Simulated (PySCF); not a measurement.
Below is a simulated gas-phase C 1s photoelectron spectrum of `O=C1C=C[C@@H]1F`.

Every computed line was given a Gaussian of 1.0 eV full width at half maximum and an area set by the number of equivalent atoms; the highest printed point is 100. The calculation used delta-SCF UKS SCAN, pcX-2 on the ionised atom, pcseg-1 elsewhere, spin-free X2C (PySCF).

(binding energy (eV), intensity): (290.2, 0), (290.3, 0), (290.4, 1), (290.5, 2), (290.6, 3), (290.7, 5), (290.8, 9), (290.9, 15), (291.0, 22), (291.1, 32), (291.2, 44), (291.3, 58), (291.4, 72), (291.5, 84), (291.6, 94), (291.7, 99), (291.8, 100), (291.9, 95), (292.0, 86), (292.1, 73), (292.2, 60), (292.3, 46), (292.4, 35), (292.5, 25), (292.6, 19), (292.7, 17), (292.8, 17), (292.9, 22), (293.0, 29), (293.1, 39), (293.2, 52), (293.3, 66), (293.4, 79), (293.5, 90), (293.6, 97), (293.7, 100), (293.8, 98), (293.9, 90), (294.0, 79), (294.1, 66), (294.2, 52), (294.3, 39), (294.4, 28), (294.5, 19), (294.6, 12), (294.7, 7), (294.8, 4), (294.9, 2), (295.0, 1), (295.1, 1), (295.2, 0)

Question: Count the maxima, the lines and the sites behind this envelope.

Answer: The curve has 2 maxima (at 291.8 and 293.7 eV). Under it lie 4 lines from 4 inequivalent carbon sites. At this width some lines have no maximum of their own.

Question: Decompose the envelope and assign each component. Numbering: `[O:1]=[C:2]1[CH:3]=[CH:4][C@@H:5]1[F:6]`.

Answer: 
```csv
position (eV),relative area,line,atoms,environment
291.66,1,C 1s,C3,alkene CH carbon
291.85,1,C 1s,C4,alkene CH carbon
293.60,1,C 1s,C5,sp3 C–F carbon
293.80,1,C 1s,C2,ketone carbonyl carbon
```

Lowest listed C 1s: C3, bonded to C (double bond), C and H. Highest, 2.14 eV above it: C2, bonded to O (double bond) and 2 C. The widest gap between neighbouring values is 1.75 eV, between 291.85 and 293.60 eV. Summing the Pauling electronegativity differences to the bonded atoms, each weighted by its formal bond order, gives -0.35 for the lowest site and +1.78 for the highest; no listed site has a larger sum than the highest.

The curve has no shake-up lines and no vibrational structure. Geometry: GFN2-xTB; no solvent, vibrations or thermal averaging.
